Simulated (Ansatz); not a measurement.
# Worked example: the barrier

An elementary step of CH$_{6}$BN, closed shell (CH₆BN ([CH3][BH][NH2]) → CH₃B ([BH][CH2]) + NH₃ (still joined by a long B–N bond); bonds formed: N2–H4; bonds broken: C3–H4; bonds weakened to dative contacts: B1–N2). “Start” is the structure reached by relaxing down from the saddle towards the reactants; PBE0-D4/def2-TZVP structures. The saddle:

B1  (-0.554, 0.380, -0.220)
N2  (0.447, 0.604, 0.954)
C3  (-0.087, -0.756, -0.999)
H4  (0.183, -0.605, 0.535)
H5  (-1.647, 0.849, -0.131)
H6  (1.369, 0.967, 0.760)
H7  (0.081, 0.934, 1.832)
H8  (-0.746, -1.306, -1.663)
H9  (0.955, -1.069, -1.066)
(Å)

Program: Ansatz 0.2.0. Basis: def2-TZVPP and def2-QZVPP. Cores are frozen in the correlated methods.

Energies in eV:

| quantity | saddle | start |
| --- | --- | --- |
| Hartree–Fock, triple zeta (X = 3) | -3277.50938 | -3281.54862 |
| Hartree–Fock, quadruple zeta (X = 4) | -3277.67448 | -3281.71470 |
| MP2 correlation, X = 3 | -14.30807 | -13.62563 |
| MP2 correlation, X = 4 | -15.22120 | -14.52656 |
| CCSD(T) correlation, X = 3 | -15.68276 | -15.05894 |

Problem. Work out the barrier at the basis limit: extrapolate Hartree–Fock as E(X) = E∞ + A exp(−7.88 √X) and the MP2 correlation as E(X) = E∞ + B X^−2.97 (the exponents that Neese and Valeev fitted for def2-TZVPP and QZVPP), then add CCSD(T) − MP2 in triple zeta.

Solution. Each step is linear, so take the differences first (saddle − start): Hartree–Fock 4.03924 (X = 3) and 4.04022 (X = 4); MP2 correlation -0.68244 and -0.69464; CCSD(T) correlation -0.62382.
Two points give E∞ = E(4) + w [E(4) − E(3)], with w = 1/(exp(7.88 (2 − √3)) − 1) = 0.1377 for Hartree–Fock and w = 1/((4/3)^2.97 − 1) = 0.7407 for the correlation.
Hartree–Fock: 4.04022 + 0.1377 × 0.00098 = 4.0404 eV.
MP2 correlation: -0.69464 + 0.7407 × (-0.01220) = -0.7037 eV.
CCSD(T) − MP2: -0.62382 − (-0.68244) = 0.0586 eV.
Sum: 4.0404 + (-0.7037) + 0.0586 = 3.3953 eV, or 78.30 kcal/mol. Plain CCSD(T) in triple zeta gives 3.4154 eV, so the larger basis shifts the result by -0.0201 eV.

T1 diagnostic: at most 0.013.

Labels in which every atom is bracketed show which atoms are joined, not bond orders.

For scale, one of the runs: CCSD(T)/def2-TZVPP, 177 basis functions, launched by `ansatz run in.yaml --threads 2 --pin off --events-out ev --progress --plain --max-ram 4352MiB`. Time: 25 s of wall clock on 2 CPU threads of an Arm Neoverse V1; the host was shared. Peak host memory: 1.7 GiB.
